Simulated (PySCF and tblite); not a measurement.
Results of a calculation; reference values are marked as such.
C4H8O, numbered as in [CH3:1][CH2:2][C:3]([CH3:4])=[O:5].

Search: ETKDG and KDG, MMFF94s, GFN2-xTB, 90 starts; geometries at PBE0-D3(BJ)/def2-SVP. Weights use PBE0-D3(BJ)/def2-TZVP energies plus GFN2-xTB zero-point and thermal terms (modes under about 100 cm⁻¹ blended into free rotors). Symmetry numbers and mirror images are counted. Conformers within 4 kcal/mol (GFN2-xTB free energy) were kept, 5 at most. (PySCF 2.14, tblite 0.8.)

Rotational constants are equilibrium values for the commonest isotopes; dipoles come from the energy level named.

Torsions listed: C1–C2–C3–O5. Of a mirror pair one member is shown.

```json
{"conformer": "1", "shape": "0°", "symmetry": "Cs"}
{"conformer": "2", "shape": "-91°", "symmetry": "C1 (pair)"}
```

(1) Give the rotational constants and dipole components, as needed to look for these species in a jet-cooled rotational spectrum.

(2) Which type of transition is strongest for conformer 1?

Results:

(1) 
| conformer | A (MHz) | B (MHz) | C (MHz) | abs μa (D) | abs μb (D) | abs μc (D) | κ | Ic−Ia−Ib (u Å²) |
| --- | --- | --- | --- | --- | --- | --- | --- | --- |
| 1 | 9614 | 3620 | 2765 | 0.15 | 2.85 | 0.00 | -0.75 | -9.4 |
| 2 | 7626 | 3812 | 3029 | 1.37 | 2.54 | 0.62 | -0.66 | -32.0 |

(2) b-type, since that component is clearly the largest; the top is asymmetric (κ = -0.75).
